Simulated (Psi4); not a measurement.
# One shape, several levels: doublet CH2AlN+

We compute a comparison of 3 runs (U-revPBE/aug-cc-pVDZ, UBHLYP/aug-cc-pVDZ, UM06-L/aug-cc-pVDZ) of doublet CH2AlN+. 

The calculation is run with Psi4 1.11.

## Step 1: The system as given

CH2AlN+ has 5 atoms, charge +1, and is taken as a doublet. SMILES of the parent species: `N#[C][AlH2]`. The coordinates come from a PBE0-D4/def2-TZVP relaxation. That shape belongs to the parent species and isn't relaxed for this state.

Bond lengths: N1–C2 1.154 Å, C2–Al3 1.938 Å, Al3–H4 1.573 Å, Al3–H5 1.572 Å. Angles: N1–C2–Al3 180.0°, C2–Al3–H4 117.0°, C2–Al3–H5 117.0°, H4–Al3–H5 126.1°.

## Step 2: A single-point energy at U-revPBE/aug-cc-pVDZ (run 1)

The input, ch2aln.py:

```python
import psi4

psi4.set_memory(2200000000)
psi4.set_num_threads(1)
psi4.set_output_file('ch2aln.out', False)

m = psi4.geometry("""
1 2
N      1.382300    -1.346000     1.394200
C      0.714200    -0.698000     0.711800
Al    -0.407200     0.390000    -0.434600
H     -1.629700    -0.322900    -1.120200
H     -0.009700     1.903200    -0.592600
symmetry c1
""")

options = {'basis': 'aug-cc-pVDZ', 'reference': 'uks', 'puream': True, 'e_convergence': 1e-09, 'd_convergence': 1e-08, 'scf_type': 'pk', 'dft_radial_points': 99, 'dft_spherical_points': 590, 'maxiter': 100}
psi4.set_options(options)

e_tot, wfn = psi4.energy('revpbe', return_wfn=True)
psi4.oeprop(wfn, 'WIBERG_LOWDIN_INDICES', 'LOWDIN_CHARGES', 'MULLIKEN_CHARGES', title='REVPBE')
print(f'revpbe energy: {e_tot:.10f} Eh')
```

Command:

```console
python ch2aln.py
```

ch2aln.out:

```text
[...]
  Running in c1 symmetry.
[...]
  Nuclear repulsion =   69.014155576228063
[...]
  Multiplicity = 2
[...]
  Nalpha       = 14
  Nbeta        = 13
[...]
    Number of basis functions: 91
[...]
   @UKS iter   1:  -335.75361543166588   -7.66963e-02   6.36943e-03 ADIIS/DIIS
[...]
   @UKS iter  28:  -335.98754847002533   -5.40012e-12   2.67296e-09 DIIS
[...]
   @S^2 Observed:                7.564241303E-01
[...]
  @UKS Final Energy:  -335.98754847002533
   => Energetics <=
    Nuclear Repulsion Energy =             69.0141555762280632
    One-Electron Energy =                -592.8760172090453580
    Two-Electron Energy =                 219.1227647722859331
    DFT Exchange-Correlation Energy =     -31.2484516094939373
    Empirical Dispersion Energy =           0.0000000000000000
    VV10 Nonlocal Energy =                  0.0000000000000000
    Total Energy =                       -335.9875484700253310
[...]
 Multipole Moments:
 ------------------------------------------------------------------------------------
     Multipole            Electronic (a.u.)      Nuclear  (a.u.)        Total (a.u.)
 ------------------------------------------------------------------------------------
 L = 1.  Multiply by 2.5417464519 to convert [e a0] to [Debye]
 Dipole X            :          0.0907495           -1.4258200           -1.3350705
 Dipole Y            :         -0.0885123            1.3831863            1.2946740
 Dipole Z            :          0.0934023           -1.4576532           -1.3642509
 Magnitude           :                                                    2.3064636
[...]
```

The script printed:

```text
revpbe energy: -335.9875484700 Eh
```

It took 60 s on 1 thread of AMD EPYC 7R43 (Zen 3), shared host; peak memory 1.1 GiB.

## Step 3: The energy at UBHLYP/aug-cc-pVDZ (run 2)

The input, input.in:

```
memory 2.2 GB

molecule {
  1 2
  N      1.382300    -1.346000     1.394200
  C      0.714200    -0.698000     0.711800
  Al    -0.407200     0.390000    -0.434600
  H     -1.629700    -0.322900    -1.120200
  H     -0.009700     1.903200    -0.592600
  symmetry c1
  no_reorient
  no_com
}

set globals {
  basis aug-cc-pVDZ
  reference uks
  puream true
  e_convergence 1e-09
  d_convergence 1e-08
  scf_type pk
  dft_radial_points 99
  dft_spherical_points 590
  maxiter 100
}

E, wfn = energy('bhhlyp', return_wfn=True)
oeprop(wfn, 'MULLIKEN_CHARGES', 'MAYER_INDICES', 'LOWDIN_CHARGES', title='BHHLYP')
```

Command:

```console
psi4 -n 1 input.in input.out
```

input.out:

```text
[...]
  Running in c1 symmetry.
[...]
  Nuclear repulsion =   69.014155576228063
[...]
  Multiplicity = 2
[...]
  Nalpha       = 14
  Nbeta        = 13
[...]
    Number of basis functions: 91
[...]
   @UKS iter   1:  -335.85736471732605   -4.54788e-01   4.78757e-03 DIIS/ADIIS
[...]
   @UKS iter  16:  -335.99104802837024   -1.93836e-11   9.58970e-09 DIIS
[...]
   @S^2 Observed:                7.927343714E-01
[...]
  @UKS Final Energy:  -335.99104802837024
   => Energetics <=
    Nuclear Repulsion Energy =             69.0141555762280632
    One-Electron Energy =                -592.8086448350654791
    Two-Electron Energy =                 203.9459130579219561
    DFT Exchange-Correlation Energy =     -16.1424718274548340
    Empirical Dispersion Energy =           0.0000000000000000
    VV10 Nonlocal Energy =                  0.0000000000000000
    Total Energy =                       -335.9910480283702441
[...]
 Multipole Moments:
 ------------------------------------------------------------------------------------
     Multipole            Electronic (a.u.)      Nuclear  (a.u.)        Total (a.u.)
 ------------------------------------------------------------------------------------
 L = 1.  Multiply by 2.5417464519 to convert [e a0] to [Debye]
 Dipole X            :        -14.0882233           13.2815621           -0.8066611
 Dipole Y            :         13.9246984          -13.1519269            0.7727715
 Dipole Z            :        -13.4589729           12.5999379           -0.8590350
 Magnitude           :                                                    1.4091909
[...]
```

Wall time 35 s (1 thread of AMD EPYC 7R43 (Zen 3), shared host); peak memory 1.1 GiB.

## Step 4: A single-point energy at UM06-L/aug-cc-pVDZ (run 3)

The input, ch2aln.xyz:

```xyz
5
CH2AlN
N      1.382300    -1.346000     1.394200
C      0.714200    -0.698000     0.711800
Al    -0.407200     0.390000    -0.434600
H     -1.629700    -0.322900    -1.120200
H     -0.009700     1.903200    -0.592600
```

The input, ch2aln.py:

```python
import psi4

psi4.set_memory(2200000000)
psi4.set_num_threads(1)
psi4.set_output_file('run.log', False)

with open('ch2aln.xyz') as f:
    atoms = ''.join(f.readlines()[2:])
geom = psi4.geometry('1 2\n' + atoms + 'symmetry c1\nno_reorient\nno_com')

psi4.set_options({
    'basis': 'aug-cc-pVDZ',
    'reference': 'uks',
    'puream': True,
    'e_convergence': 1e-09,
    'd_convergence': 1e-08,
    'scf_type': 'pk',
    'dft_radial_points': 99,
    'dft_spherical_points': 590,
    'maxiter': 100,
})

energy_value, wavefunction = psi4.energy('m06-l', molecule=geom, return_wfn=True)
psi4.oeprop(wavefunction, 'MAYER_INDICES', 'WIBERG_LOWDIN_INDICES', 'MULLIKEN_CHARGES')
print(f'm06-l energy: {energy_value:.10f} Eh')
for k, v in sorted(psi4.core.scalar_variables().items()):
    print(f'{k:45s} {v:18.10f}')
```

Command:

```console
python ch2aln.py
```

run.log:

```text
[...]
  Running in c1 symmetry.
[...]
  Nuclear repulsion =   69.014155576228063
[...]
  Multiplicity = 2
[...]
  Nalpha       = 14
  Nbeta        = 13
[...]
    Number of basis functions: 91
[...]
   @UKS iter   1:  -335.82413276049306   -1.66270e-01   6.26209e-03 DIIS/ADIIS
[...]
   @UKS iter  19:  -336.04549665334389   -1.08002e-12   3.56582e-09 DIIS
[...]
   @S^2 Observed:                7.606362951E-01
[...]
  @UKS Final Energy:  -336.04549665334389
   => Energetics <=
    Nuclear Repulsion Energy =             69.0141555762280632
    One-Electron Energy =                -593.0214316351541584
    Two-Electron Energy =                 219.3027291859311845
    DFT Exchange-Correlation Energy =     -31.3409497803489607
    Empirical Dispersion Energy =           0.0000000000000000
    VV10 Nonlocal Energy =                  0.0000000000000000
    Total Energy =                       -336.0454966533438892
[...]
 Multipole Moments:
 ------------------------------------------------------------------------------------
     Multipole            Electronic (a.u.)      Nuclear  (a.u.)        Total (a.u.)
 ------------------------------------------------------------------------------------
 L = 1.  Multiply by 2.5417464519 to convert [e a0] to [Debye]
 Dipole X            :        -14.0819270           13.2815621           -0.8003649
 Dipole Y            :         13.9185056          -13.1519269            0.7665787
 Dipole Z            :        -13.4525195           12.5999379           -0.8525816
 Magnitude           :                                                    1.3982569
[...]
```

Standard output:

```text
m06-l energy: -336.0454966533 Eh
CURRENT ENERGY                                   -336.0454966533
CURRENT REFERENCE ENERGY                         -336.0454966533
DD SOLVATION ENERGY                                 0.0000000000
DFT FUNCTIONAL TOTAL ENERGY                      -336.0454966533
DFT TOTAL ENERGY                                 -336.0454966533
DFT VV10 ENERGY                                     0.0000000000
DFT XC ENERGY                                     -31.3409497803
GRID ELECTRONS ALPHA                               13.9999991764
GRID ELECTRONS BETA                                12.9999993557
GRID ELECTRONS TOTAL                               26.9999985320
NUCLEAR REPULSION ENERGY                           69.0141555762
ONE-ELECTRON ENERGY                              -593.0214316352
PCM POLARIZATION ENERGY                             0.0000000000
PE ENERGY                                           0.0000000000
SCF ITERATION ENERGY                             -336.0454966533
SCF ITERATIONS                                     19.0000000000
SCF TOTAL ENERGY                                 -336.0454966533
TWO-ELECTRON ENERGY                               219.3027291859
XC GRID RADIAL POINTS                              99.0000000000
XC GRID SPHERICAL POINTS                          590.0000000000
XC GRID TOTAL POINTS                           284109.0000000000
```

Run time: 2 min. Hardware: 1 thread of AMD EPYC 7R43 (Zen 3), shared host; peak memory 1.3 GiB.

## Step 5: The series

```csv
run,level,energy (Eh),HOMO energy (eV),LUMO energy (eV),⟨S²⟩,wall time
1,U-revPBE/aug-cc-pVDZ,-335.987548,-14.47,-14.29,0.756,60 s
2,UBHLYP/aug-cc-pVDZ,-335.991048,-16.25,-13.00,0.793,35 s
3,UM06-L/aug-cc-pVDZ,-336.045497,-14.82,-14.34,0.761,2 min
```

## Step 6: Summary of results

| quantity | value |
| --- | --- |
| run 3: total energy | -336.04550 Eh |
| run 3: HOMO energy (highest over α and β) | -14.82 eV |
| run 3: LUMO energy (lowest over α and β) | -14.34 eV |
| run 3: ⟨S²⟩ | 0.761 |

Totals of different functionals can't be ranked against each other. All runs together took 3.6 min, the longest 2 min.
